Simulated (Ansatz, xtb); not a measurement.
# C2H4O: where a starting geometry ends

The starting geometry of this gas-phase singlet was built from a drawn formula by distance geometry and a force field; its bonds are those of `[CH]CO`.

```yaml
atoms:
  - { symbol: C, position_ang: [-0.3973, 0.1693, 1.2805] }
  - { symbol: C, position_ang: [-1.7423, -0.4549, 0.9289] }
  - { symbol: O, position_ang: [-1.6431, -1.7811, 1.3346] }
  - { symbol: H, position_ang: [0.4786, 0.6552, 1.5209] }
  - { symbol: H, position_ang: [-2.5559, 0.0447, 1.4911] }
  - { symbol: H, position_ang: [-1.9311, -0.3641, -0.1631] }
  - { symbol: H, position_ang: [-0.8849, -2.2275, 0.9112] }
```

Q: Predict what becomes of its bonds when it is optimised with r2SCAN-D4/def2-SVP.

A: It rearranges to `C=CO`. Distances that change by over a tenth: C1–C2 (1.52 → 1.34 Å). Contacts that open: C2–H6 (1.11 → 2.13 Å). Contacts that close: C1–H6 (2.17 → 1.10 Å).

The energy falls by 5.63 eV over 20 steps:

```json
{"step": "1", "E − E(last) (eV)": "5.631"}
{"step": "3", "E − E(last) (eV)": "4.776"}
{"step": "5", "E − E(last) (eV)": "3.868"}
{"step": "7", "E − E(last) (eV)": "3.489"}
{"step": "9", "E − E(last) (eV)": "3.104"}
{"step": "12", "E − E(last) (eV)": "1.809"}
{"step": "14", "E − E(last) (eV)": "0.711"}
{"step": "16", "E − E(last) (eV)": "0.034"}
{"step": "18", "E − E(last) (eV)": "0.000"}
{"step": "20", "E − E(last) (eV)": "0.000"}
```

Final geometry (Å):

```xyz
7

C    -0.7107    0.0993    0.7754
C    -1.6647   -0.5776    1.4291
O    -1.9768   -1.8846    1.2895
H    -0.5571    1.1597    0.9802
H    -2.3113   -0.1032    2.1760
H    -0.0670   -0.3799    0.0294
H    -1.3885   -2.2720    0.6246
```

From the same start GFN2-xTB reaches the same bonding as this run.

No frequencies were run, so the end isn't proven a minimum. Run with Ansatz 0.2.0, 14 s on 2 threads of Arm Neoverse V2, with other jobs on the host.
